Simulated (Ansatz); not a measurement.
This Ansatz (a quantum-chemistry and plane-wave program) input (PBE/def2-SVPD) gives -559.00371 Eh with 50 basis functions. A basis named .json is the Basis Set Exchange file of that set (core-valence sets with the plain set on hydrogen).

Ansatz 0.2 input:
```yaml
crystal:
  periodic: [false, false, false]
  atoms:
    - {symbol: F, position_ang: [-0.00000000, -0.00000000, -1.00770435]}
    - {symbol: Cl, position_ang: [0.00000000, 0.00000000, 0.53349054]}
basis:
  gaussian:
    orbitals: def2-SVPD
hamiltonian:
  xc: {name: PBE}
total_charge: 1
magnetization: {spin_polarized: true, initial_magnetization: 1}
```

Change:
```diff
- orbitals: def2-SVPD
+ orbitals: 6-311++G_3df_3pd_.json
```

What does the run give now?

-559.28081 Eh (PBE/6-311++G(3df,3pd), 86 functions), a change of -277.10 mEh.
